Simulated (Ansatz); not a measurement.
Gold (fcc) across density functionals

All rows: Ansatz, plane waves with scalar-relativistic PAW, 420 eV (500 eV for the SCAN forms), relaxed under each functional, no dispersion correction, no zero-point motion. B₀ comes from uniform scaling at fixed shape; a dash is a value not given.

The measured cell (COD entry 9008463) has a = 4.078 Å, 16.96 Å³/atom.

```csv
functional,V (Å³/atom),cell,B₀ (GPa),magnetic state
PBE,17.95,a = 4.157 Å,139,spin not included
PBEsol,17.00,a = 4.081 Å,174,spin not included
LDA,16.56,a = 4.046 Å,193,spin not included
revPBE,18.33,a = 4.185 Å,125,spin not included
RPBE,18.49,a = 4.198 Å,120,spin not included
BLYP,19.46,a = 4.270 Å,102,spin not included
```

(1) What does r²SCAN give?

(2) Which functional comes closest to the measured volume?

## Answers

(1) V (Å³/atom): 17.52; cell: a = 4.123 Å; B₀ (GPa): 154; magnetic state: spin not included.

(2) PBEsol, off by 0.2 %. The measured value holds thermal expansion and zero-point motion, which the calculations lack.
